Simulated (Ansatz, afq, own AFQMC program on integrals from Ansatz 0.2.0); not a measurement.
# BN₂H, triplet in cc-pVDZ, levels against CCSDT(Q)

```csv
atom,x (Å),y (Å),z (Å)
B,0.0000,0.0000,-0.4393
N,0.0000,0.0000,-2.1793
N,0.0000,0.0000,0.8126
H,0.0000,0.0000,1.8059
```

Connectivity, by distances: N–B–NH.

Basis cc-pVDZ. Noble-gas cores (and the filled d shells of Ga–Kr and In–Xe) are frozen. Ansatz 0.2.0 and our own AFQMC program on the same integrals; the CISD trial comes from CCSD amplitudes, and released means the phaseless constraint is let go. ± is one standard error of the sampling.

Determinant: UHF, the one that the program's search chose, which needn't be the lowest solution. The geometry is a point of a scan.

No full CI on the walks' own integrals is used here; CCSDT(Q) serves as the reference and is uncertain by about the last step of the cluster series.

Cautions: lower spins were not checked; unrestricted determinant slightly spin contaminated (⟨S²⟩ 2.08 against 2.00).

- T1 diagnostic: 0.0246
- weight of the determinant in the CISD state: 0.851
- ⟨S²⟩ of the determinant: 2.076
- size of the correlated space: 14 electrons in 44 orbitals

```tsv
level	correlation energy (eV)
MP2	-9.1234
CCSD	-9.9488
CCSD(T)	-10.3096
```

(1) Estimate where phaseless AFQMC with a CISD trial lies against CCSD(T) on the same integrals.

(1) 59.7 ± 5.8 meV below CCSD(T).

Reference: CCSDT(Q), correlation energy -10.384 eV. The released energy is read at 2.40 1/Eh (meV from the phaseless value at times in 1/Eh: -7 ± 5 at 0.24, -5 ± 5 at 0.51, -13 ± 5 at 0.99, -20 ± 8 at 1.62, -16 ± 6 at 2.40).

| level | E − E(reference) (meV) | share of correlation (%) |
| --- | --- | --- |
| CCSD(T) | 74.1 | 99.29 |
| CCSDT | 35.4 | 99.66 |
| ph-AFQMC/CISD | 14.3 ± 5.8 | 99.86 |
| released AFQMC | -2.0 ± 6.5 | 100.02 |

A walk keeps the symmetry of its determinant, which the program's search chose and which needn't be the lowest solution, so a lower state of the same spin and another symmetry isn't excluded. Released energies are given only where the last usable release times agree within the noise; a slower fall can still hide under it.
